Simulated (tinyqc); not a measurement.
Inside a calculation (part 1 of 2). Method: RHF in the sto-3g basis, for H2O, spin multiplicity 1. Computed by tinyqc, a small Python program that keeps every step (integrals from PySCF). Settings: charge = 0, multiplicity = 1, basis = sto-3g, energy threshold = 1e-08, iteration cap = 82, orthogonalisation = symmetric, start = Wolfsberg-Helmholz matrix, DIIS depth = 4, DIIS from iteration = 2, shift = 1.0, method = RHF. Command: `OMP_NUM_THREADS=1 python tinyqc.py 31923 31924 out.jsonl` (the two numbers bound the seeds that draw the settings). One thread of a shared host (Intel(R) Xeon(R) Processor @ 2.60GHz), about 0.06 s of CPU time with the checks. Later iterations appear only in the table of the cycle.

## One-electron integrals

Geometry (angstrom):
```
atom         x          y         z
O     0.000000   0.000000  0.000000
H     0.000000   0.851000  0.824000
H     0.000000  -0.851000  0.824000
```

Basis sto-3g: exponents (1/bohr^2) and contraction coefficients of normalised primitives:
```
element  l (shell)    exponent  coefficient
O            s (1)  130.709320     0.154329
O            s (1)   23.808861     0.535328
O            s (1)    6.443608     0.444635
O            s (2)    5.033151    -0.099967
O            s (2)    1.169596     0.399513
O            s (2)    0.380389     0.700115
O            p (3)    5.033151     0.155916
O            p (3)    1.169596     0.607684
O            p (3)    0.380389     0.391957
H            s (1)    3.425251     0.154329
H            s (1)    0.623914     0.535328
H            s (1)    0.168855     0.444635
```

Overlap, kinetic and nuclear-attraction integrals over the contracted functions; the nuclear repulsion is the sum of Za Zb / Rab.

nuclear repulsion = 7.45859141 hartree

overlap S, order 1O 1s, 1O 2s, 1O 2px, 1O 2py, 1O 2pz, 2H 1s, 3H 1s:
```
[[1.000000, 0.236704, 0.000000, 0.000000, 0.000000, 0.031439, 0.031439],
 [0.236704, 1.000000, 0.000000, 0.000000, 0.000000, 0.338856, 0.338856],
 [0.000000, 0.000000, 1.000000, 0.000000, 0.000000, 0.000000, 0.000000],
 [0.000000, 0.000000, 0.000000, 1.000000, 0.000000, 0.221416, -0.221416],
 [0.000000, 0.000000, 0.000000, 0.000000, 1.000000, 0.214391, 0.214391],
 [0.031439, 0.338856, 0.000000, 0.221416, 0.214391, 1.000000, 0.190712],
 [0.031439, 0.338856, 0.000000, -0.221416, 0.214391, 0.190712, 1.000000]]
```

kinetic energy T (hartree), order 1O 1s, 1O 2s, 1O 2px, 1O 2py, 1O 2pz, 2H 1s, 3H 1s:
```
[[29.003200, -0.168011, 0.000000, 0.000000, 0.000000, -0.008895, -0.008895],
 [-0.168011, 0.808128, 0.000000, 0.000000, 0.000000, 0.045077, 0.045077],
 [0.000000, 0.000000, 2.528731, 0.000000, 0.000000, 0.000000, 0.000000],
 [0.000000, 0.000000, 0.000000, 2.528731, 0.000000, 0.101099, -0.101099],
 [0.000000, 0.000000, 0.000000, 0.000000, 2.528731, 0.097891, 0.097891],
 [-0.008895, 0.045077, 0.000000, 0.101099, 0.097891, 0.760032, -0.002728],
 [-0.008895, 0.045077, 0.000000, -0.101099, 0.097891, -0.002728, 0.760032]]
```

nuclear attraction V (hartree), order 1O 1s, 1O 2s, 1O 2px, 1O 2py, 1O 2pz, 2H 1s, 3H 1s:
```
[[-61.511914, -7.394565, 0.000000, 0.000000, -0.014102, -1.004506, -1.004506],
 [-7.394565, -9.942824, 0.000000, 0.000000, -0.174542, -2.542229, -2.542229],
 [0.000000, 0.000000, -9.820134, 0.000000, 0.000000, 0.000000, 0.000000],
 [0.000000, 0.000000, 0.000000, -9.896939, 0.000000, -1.449852, 1.449852],
 [-0.014102, -0.174542, 0.000000, 0.000000, -9.892143, -1.451988, -1.451988],
 [-1.004506, -2.542229, 0.000000, -1.449852, -1.451988, -5.057860, -1.041056],
 [-1.004506, -2.542229, 0.000000, 1.449852, -1.451988, -1.041056, -5.057860]]
```

core Hamiltonian H = T + V (hartree), order 1O 1s, 1O 2s, 1O 2px, 1O 2py, 1O 2pz, 2H 1s, 3H 1s:
```
[[-32.508715, -7.562576, 0.000000, 0.000000, -0.014102, -1.013401, -1.013401],
 [-7.562576, -9.134696, 0.000000, 0.000000, -0.174542, -2.497152, -2.497152],
 [0.000000, 0.000000, -7.291403, 0.000000, 0.000000, 0.000000, 0.000000],
 [0.000000, 0.000000, 0.000000, -7.368208, 0.000000, -1.348753, 1.348753],
 [-0.014102, -0.174542, 0.000000, 0.000000, -7.363411, -1.354097, -1.354097],
 [-1.013401, -2.497152, 0.000000, -1.348753, -1.354097, -4.297828, -1.043784],
 [-1.013401, -2.497152, 0.000000, 1.348753, -1.354097, -1.043784, -4.297828]]
```

## Two-electron integrals

Functions are numbered as in S; the eight-fold symmetry (ij|kl) = (ji|kl) = (kl|ij) leaves the list below.

Two-electron integrals (ij|kl) in chemists' order, unique and non-zero (hartree):
```
(11|11) 4.785065    (21|11) 0.741380    (21|21) 0.136873    (22|11) 1.118947
(22|21) 0.256633    (22|22) 0.817206    (31|31) 0.024477    (32|31) 0.037809
(32|32) 0.180518    (33|11) 1.115814    (33|21) 0.256684    (33|22) 0.817023
(33|33) 0.880159    (41|41) 0.024477    (42|41) 0.037809    (42|42) 0.180518
(43|43) 0.047444    (44|11) 1.115814    (44|21) 0.256684    (44|22) 0.817023
(44|33) 0.785270    (44|44) 0.880159    (51|51) 0.024477    (52|51) 0.037809
(52|52) 0.180518    (53|53) 0.047444    (54|54) 0.047444    (55|11) 1.115814
(55|21) 0.256684    (55|22) 0.817023    (55|33) 0.785270    (55|44) 0.785270
(55|55) 0.880159    (61|11) 0.099563    (61|21) 0.018246    (61|22) 0.034058
(61|33) 0.033992    (61|41) 0.000592    (61|42) 0.001120    (61|44) 0.034097
(61|51) 0.000574    (61|52) 0.001084    (61|54) 0.000102    (61|55) 0.034090
(61|61) 0.002463    (62|11) 0.268133    (62|21) 0.062383    (62|22) 0.223178
(62|33) 0.219206    (62|41) 0.003360    (62|42) 0.026836    (62|44) 0.225240
(62|51) 0.003253    (62|52) 0.025985    (62|54) 0.005843    (62|55) 0.224863
(62|61) 0.008495    (62|62) 0.078657    (63|31) 0.006203    (63|32) 0.037276
(63|43) 0.005418    (63|53) 0.005246    (63|63) 0.010615    (64|11) 0.146687
(64|21) 0.034540    (64|22) 0.131945    (64|33) 0.126115    (64|41) 0.007819
(64|42) 0.052105    (64|44) 0.140307    (64|51) 0.001565    (64|52) 0.014359
(64|54) 0.008495    (64|55) 0.129261    (64|61) 0.004888    (64|62) 0.056557
(64|64) 0.050828    (65|11) 0.142033    (65|21) 0.033445    (65|22) 0.127759
(65|33) 0.122114    (65|41) 0.001565    (65|42) 0.014359    (65|44) 0.125363
(65|51) 0.007718    (65|52) 0.051179    (65|54) 0.008564    (65|55) 0.135652
(65|61) 0.004733    (65|62) 0.054762    (65|64) 0.038937    (65|65) 0.048316
(66|11) 0.439856    (66|21) 0.103962    (66|22) 0.428575    (66|33) 0.412312
(66|41) 0.006592    (66|42) 0.074375    (66|44) 0.437227    (66|51) 0.006383
(66|52) 0.072016    (66|54) 0.024125    (66|55) 0.435671    (66|61) 0.014242
(66|62) 0.199386    (66|64) 0.163684    (66|65) 0.158491    (66|66) 0.774606
(71|11) 0.099563    (71|21) 0.018246    (71|22) 0.034058    (71|33) 0.033992
(71|41) -0.000592   (71|42) -0.001120   (71|44) 0.034097    (71|51) 0.000574
(71|52) 0.001084    (71|54) -0.000102   (71|55) 0.034090    (71|61) 0.002432
(71|62) 0.008272    (71|64) 0.004390    (71|65) 0.004613    (71|66) 0.013785
(71|71) 0.002463    (72|11) 0.268133    (72|21) 0.062383    (72|22) 0.223178
(72|33) 0.219206    (72|41) -0.003360   (72|42) -0.026836   (72|44) 0.225240
(72|51) 0.003253    (72|52) 0.025985    (72|54) -0.005843   (72|55) 0.224863
(72|61) 0.008272    (72|62) 0.063931    (72|64) 0.031846    (72|65) 0.043351
(72|66) 0.132318    (72|71) 0.008495    (72|72) 0.078657    (73|31) 0.006203
(73|32) 0.037276    (73|43) -0.005418   (73|53) 0.005246    (73|63) 0.008358
(73|73) 0.010615    (74|11) -0.146687   (74|21) -0.034540   (74|22) -0.131945
(74|33) -0.126115   (74|41) 0.007819    (74|42) 0.052105    (74|44) -0.140307
(74|51) -0.001565   (74|52) -0.014359   (74|54) 0.008495    (74|55) -0.129261
(74|61) -0.004390   (74|62) -0.031846   (74|64) -0.007894   (74|65) -0.021181
(74|66) -0.060060   (74|71) -0.004888   (74|72) -0.056557   (74|74) 0.050828
(75|11) 0.142033    (75|21) 0.033445    (75|22) 0.127759    (75|33) 0.122114
(75|41) -0.001565   (75|42) -0.014359   (75|44) 0.125363    (75|51) 0.007718
(75|52) 0.051179    (75|54) -0.008564   (75|55) 0.135652    (75|61) 0.004613
(75|62) 0.043351    (75|64) 0.021181    (75|65) 0.037333    (75|66) 0.097989
(75|71) 0.004733    (75|72) 0.054762    (75|74) -0.038937   (75|75) 0.048316
(76|11) 0.101078    (76|21) 0.023783    (76|22) 0.093967    (76|33) 0.091465
(76|44) 0.092942    (76|51) 0.001815    (76|52) 0.018031    (76|55) 0.097389
(76|61) 0.003216    (76|62) 0.034441    (76|64) 0.021526    (76|65) 0.026973
(76|66) 0.096676    (76|71) 0.003216    (76|72) 0.034441    (76|74) -0.021526
(76|75) 0.026973    (76|76) 0.019786    (77|11) 0.439856    (77|21) 0.103962
(77|22) 0.428575    (77|33) 0.412312    (77|41) -0.006592   (77|42) -0.074375
(77|44) 0.437227    (77|51) 0.006383    (77|52) 0.072016    (77|54) -0.024125
(77|55) 0.435671    (77|61) 0.013785    (77|62) 0.132318    (77|64) 0.060060
(77|65) 0.097989    (77|66) 0.307836    (77|71) 0.014242    (77|72) 0.199386
(77|74) -0.163684   (77|75) 0.158491    (77|76) 0.096676    (77|77) 0.774606
```

## Orthogonalisation

S = U s U^T; symmetric (Loewdin) form X = U s^(-1/2) U^T, so that X^T S X = 1.

eigenvalues of S: [0.486850, 0.577317, 0.878055, 1.000000, 1.115952, 1.231971, 1.709854]

X, order 1O 1s, 1O 2s, 1O 2px, 1O 2py, 1O 2pz, 2H 1s, 3H 1s:
```
[[1.023282, -0.133495, 0.000000, 0.000000, -0.006646, 0.016739, 0.016739],
 [-0.133495, 1.120253, 0.000000, 0.000000, 0.060736, -0.184623, -0.184623],
 [0.000000, 0.000000, 1.000000, 0.000000, 0.000000, 0.000000, 0.000000],
 [0.000000, 0.000000, 0.000000, 1.048058, 0.000000, -0.140416, 0.140416],
 [-0.006646, 0.060736, 0.000000, 0.000000, 1.037515, -0.114488, -0.114488],
 [0.016739, -0.184623, 0.000000, -0.140416, -0.114488, 1.099848, -0.069154],
 [0.016739, -0.184623, 0.000000, 0.140416, -0.114488, -0.069154, 1.099848]]
```

## Starting guess

The start is the generalised Wolfsberg-Helmholz matrix (K = 1.75) built on H; D = 2 C_occ C_occ^T.

D at the start, order 1O 1s, 1O 2s, 1O 2px, 1O 2py, 1O 2pz, 2H 1s, 3H 1s:
```
[[2.075169, -0.318354, 0.000000, 0.000000, 0.094415, -0.122191, -0.122191],
 [-0.318354, 1.412785, 0.000000, 0.000000, -0.347791, 0.342771, 0.342771],
 [0.000000, 0.000000, 2.000000, 0.000000, 0.000000, 0.000000, 0.000000],
 [0.000000, 0.000000, 0.000000, 1.653708, 0.000000, 0.294894, -0.294894],
 [0.094415, -0.347791, 0.000000, 0.000000, 1.833044, 0.133934, 0.133934],
 [-0.122191, 0.342771, 0.000000, 0.294894, 0.133934, 0.164126, 0.058953],
 [-0.122191, 0.342771, 0.000000, -0.294894, 0.133934, 0.058953, 0.164126]]
```

## Iteration 1: building the Fock matrix

J_ij = sum D_kl (ij|kl), K_ij = sum D_kl (ik|jl); F = H + J - 0.5 K; E = tr D H + tr D J / 2 - 0.25 tr D K + E_nn.

Coulomb J (hartree), order 1O 1s, 1O 2s, 1O 2px, 1O 2py, 1O 2pz, 2H 1s, 3H 1s:
```
[[17.885191, 3.394474, 0.000000, 0.000000, -0.009207, 0.452574, 0.452574],
 [3.394474, 8.461133, 0.000000, 0.000000, -0.013208, 2.268197, 2.268197],
 [0.000000, 0.000000, 8.448953, 0.000000, 0.000000, 0.000000, 0.000000],
 [0.000000, 0.000000, 0.000000, 8.451148, 0.000000, 1.328657, -1.328657],
 [-0.009207, -0.013208, 0.000000, 0.000000, 8.460148, 1.288652, 1.288652],
 [0.452574, 2.268197, 0.000000, 1.328657, 1.288652, 4.359720, 0.949875],
 [0.452574, 2.268197, 0.000000, -1.328657, 1.288652, 0.949875, 4.359720]]
```

exchange K (hartree), order 1O 1s, 1O 2s, 1O 2px, 1O 2py, 1O 2pz, 2H 1s, 3H 1s:
```
[[9.763903, 1.712405, 0.000000, 0.000000, 0.008339, 0.234907, 0.234907],
 [1.712405, 2.620070, 0.000000, 0.000000, -0.113757, 0.839742, 0.839742],
 [0.000000, 0.000000, 2.269249, 0.000000, 0.000000, 0.000000, 0.000000],
 [0.000000, 0.000000, 0.000000, 2.172564, 0.000000, 0.468019, -0.468019],
 [0.008339, -0.113757, 0.000000, 0.000000, 2.237909, 0.413035, 0.413035],
 [0.234907, 0.839742, 0.000000, 0.468019, 0.413035, 0.698812, 0.304874],
 [0.234907, 0.839742, 0.000000, -0.468019, 0.413035, 0.304874, 0.698812]]
```

Fock matrix F (hartree), order 1O 1s, 1O 2s, 1O 2px, 1O 2py, 1O 2pz, 2H 1s, 3H 1s:
```
[[-19.505475, -5.024304, 0.000000, 0.000000, -0.027478, -0.678281, -0.678281],
 [-5.024304, -1.983598, 0.000000, 0.000000, -0.130871, -0.648826, -0.648826],
 [0.000000, 0.000000, 0.022925, 0.000000, 0.000000, 0.000000, 0.000000],
 [0.000000, 0.000000, 0.000000, -0.003342, 0.000000, -0.254105, 0.254105],
 [-0.027478, -0.130871, 0.000000, 0.000000, -0.022218, -0.271963, -0.271963],
 [-0.678281, -0.648826, 0.000000, -0.254105, -0.271963, -0.287514, -0.246346],
 [-0.678281, -0.648826, 0.000000, 0.254105, -0.271963, -0.246346, -0.287514]]
```

total energy of this density = -74.34060835 hartree

## Iteration 1: diagonalisation and new density

A level shift of 1 hartree raises the virtual space: F + shift (S - S D(s) S), with D(s) the density of one spin (D/2). Diagonalise F' = X^T F X, C = X C', fill 5 alpha and 5 beta electrons from the bottom; D = 2 C_occ C_occ^T. Each column has its largest component positive (the first on a tie).

F' = X^T F X (hartree):
```
[[-19.121671, -2.721207, 0.000000, 0.000000, -0.069061, -0.005092, -0.005092],
 [-2.721207, -0.658086, 0.000000, 0.000000, 0.150065, -0.658816, -0.658816],
 [0.000000, 0.000000, 0.022925, 0.000000, 0.000000, 0.000000, 0.000000],
 [0.000000, 0.000000, 0.000000, 0.270292, 0.000000, -0.548753, 0.548753],
 [-0.069061, 0.150065, 0.000000, 0.000000, 0.155635, -0.406924, -0.406924],
 [-0.005092, -0.658816, 0.000000, -0.548753, -0.406924, 0.787387, -0.197059],
 [-0.005092, -0.658816, 0.000000, 0.548753, -0.406924, -0.197059, 0.787387]]
```

orbital energies (hartree): [-19.515488, -0.887705, -0.226893, -0.066061, 0.022925, 1.435461, 1.481632]

coefficients C, order 1O 1s, 1O 2s, 1O 2px, 1O 2py, 1O 2pz, 2H 1s, 3H 1s:
```
[[0.993757, -0.214312, 0.000000, 0.103605, 0.000000, -0.146001, 0.000000],
 [0.026553, 0.761245, 0.000000, -0.444560, 0.000000, 0.752872, 0.000000],
 [0.000000, 0.000000, 0.000000, 0.000000, 1.000000, 0.000000, 0.000000],
 [0.000000, 0.000000, 0.775363, 0.000000, 0.000000, 0.000000, -0.732579],
 [0.003660, 0.157567, 0.000000, 0.862413, 0.000000, 0.581196, 0.000000],
 [-0.005011, 0.247051, 0.327678, 0.142431, 0.000000, -0.705189, 0.771769],
 [-0.005011, 0.247051, -0.327678, 0.142431, 0.000000, -0.705189, -0.771769]]
```

D after iteration 1, order 1O 1s, 1O 2s, 1O 2px, 1O 2py, 1O 2pz, 2H 1s, 3H 1s:
```
[[2.088432, -0.365631, 0.000000, 0.000000, 0.118437, -0.086338, -0.086338],
 [-0.365631, 1.555665, 0.000000, 0.000000, -0.526700, 0.249229, 0.249229],
 [0.000000, 0.000000, 2.000000, 0.000000, 0.000000, 0.000000, 0.000000],
 [0.000000, 0.000000, 0.000000, 1.202375, 0.000000, 0.508139, -0.508139],
 [0.118437, -0.526700, 0.000000, 0.000000, 1.537194, 0.323486, 0.323486],
 [-0.086338, 0.249229, 0.000000, 0.508139, 0.323486, 0.377438, -0.052054],
 [-0.086338, 0.249229, 0.000000, -0.508139, 0.323486, -0.052054, 0.377438]]
```

## Iteration 2: building the Fock matrix

As before.

Coulomb J (hartree), order 1O 1s, 1O 2s, 1O 2px, 1O 2py, 1O 2pz, 2H 1s, 3H 1s:
```
[[17.516690, 3.309411, 0.000000, 0.000000, -0.013188, 0.441179, 0.441179],
 [3.309411, 8.250776, 0.000000, 0.000000, -0.007778, 2.232951, 2.232951],
 [0.000000, 0.000000, 8.248090, 0.000000, 0.000000, 0.000000, 0.000000],
 [0.000000, 0.000000, 0.000000, 8.230085, 0.000000, 1.314470, -1.314470],
 [-0.013188, -0.007778, 0.000000, 0.000000, 8.250708, 1.280119, 1.280119],
 [0.441179, 2.232951, 0.000000, 1.314470, 1.280119, 4.407314, 0.948507],
 [0.441179, 2.232951, 0.000000, -1.314470, 1.280119, 0.948507, 4.407314]]
```

exchange K (hartree), order 1O 1s, 1O 2s, 1O 2px, 1O 2py, 1O 2pz, 2H 1s, 3H 1s:
```
[[9.767438, 1.679119, 0.000000, 0.000000, 0.004364, 0.235375, 0.235375],
 [1.679119, 2.566898, 0.000000, 0.000000, -0.184281, 0.833104, 0.833104],
 [0.000000, 0.000000, 2.254555, 0.000000, 0.000000, 0.000000, 0.000000],
 [0.000000, 0.000000, 0.000000, 1.915007, 0.000000, 0.521682, -0.521682],
 [0.004364, -0.184281, 0.000000, 0.000000, 2.083082, 0.459128, 0.459128],
 [0.235375, 0.833104, 0.000000, 0.521682, 0.459128, 0.889113, 0.296323],
 [0.235375, 0.833104, 0.000000, -0.521682, 0.459128, 0.296323, 0.889113]]
```

Fock matrix F (hartree), order 1O 1s, 1O 2s, 1O 2px, 1O 2py, 1O 2pz, 2H 1s, 3H 1s:
```
[[-19.875744, -5.092724, 0.000000, 0.000000, -0.029472, -0.689910, -0.689910],
 [-5.092724, -2.167369, 0.000000, 0.000000, -0.090180, -0.680752, -0.680752],
 [0.000000, 0.000000, -0.170591, 0.000000, 0.000000, 0.000000, 0.000000],
 [0.000000, 0.000000, 0.000000, -0.095626, 0.000000, -0.295124, 0.295124],
 [-0.029472, -0.090180, 0.000000, 0.000000, -0.154244, -0.303542, -0.303542],
 [-0.689910, -0.680752, 0.000000, -0.295124, -0.303542, -0.335071, -0.243439],
 [-0.689910, -0.680752, 0.000000, 0.295124, -0.303542, -0.243439, -0.335071]]
```

total energy of this density = -74.71360782 hartree

## Iteration 2: diagonalisation and new density

As before.

F' = X^T F X (hartree):
```
[[-19.496594, -2.711463, 0.000000, 0.000000, -0.080574, -0.021025, -0.021025],
 [-2.711463, -0.882939, 0.000000, 0.000000, 0.254996, -0.625264, -0.625264],
 [0.000000, 0.000000, -0.170591, 0.000000, 0.000000, 0.000000, 0.000000],
 [0.000000, 0.000000, 0.000000, 0.356079, 0.000000, -0.665290, 0.665290],
 [-0.080574, 0.254996, 0.000000, 0.000000, 0.132512, -0.505400, -0.505400],
 [-0.021025, -0.625264, 0.000000, -0.665290, -0.505400, 0.641204, -0.132576],
 [-0.021025, -0.625264, 0.000000, 0.665290, -0.505400, -0.132576, 0.641204]]
```

orbital energies (hartree): [-19.884822, -1.017976, -0.398835, -0.280083, -0.170591, 1.444489, 1.528693]

coefficients C, order 1O 1s, 1O 2s, 1O 2px, 1O 2py, 1O 2pz, 2H 1s, 3H 1s:
```
[[0.994207, -0.222191, 0.000000, 0.103344, 0.000000, -0.130520, 0.000000],
 [0.024602, 0.802135, 0.000000, -0.469712, 0.000000, 0.692815, 0.000000],
 [0.000000, 0.000000, 0.000000, 0.000000, 1.000000, 0.000000, 0.000000],
 [0.000000, 0.000000, 0.693178, 0.000000, 0.000000, 0.000000, 0.810779],
 [0.003325, 0.114164, 0.000000, 0.806264, 0.000000, 0.665792, 0.000000],
 [-0.004261, 0.223932, 0.407787, 0.230040, 0.000000, -0.689606, -0.732605],
 [-0.004261, 0.223932, -0.407787, 0.230040, 0.000000, -0.689606, 0.732605]]
```

D after iteration 2, order 1O 1s, 1O 2s, 1O 2px, 1O 2py, 1O 2pz, 2H 1s, 3H 1s:
```
[[2.096993, -0.404618, 0.000000, 0.000000, 0.122526, -0.060437, -0.060437],
 [-0.404618, 1.729311, 0.000000, 0.000000, -0.574111, 0.142933, 0.142933],
 [0.000000, 0.000000, 2.000000, 0.000000, 0.000000, 0.000000, 0.000000],
 [0.000000, 0.000000, 0.000000, 0.960993, 0.000000, 0.565338, -0.565338],
 [0.122526, -0.574111, 0.000000, 0.000000, 1.326212, 0.422048, 0.422048],
 [-0.060437, 0.142933, 0.000000, 0.565338, 0.422048, 0.538745, -0.126416],
 [-0.060437, 0.142933, 0.000000, -0.565338, 0.422048, -0.126416, 0.538745]]
```
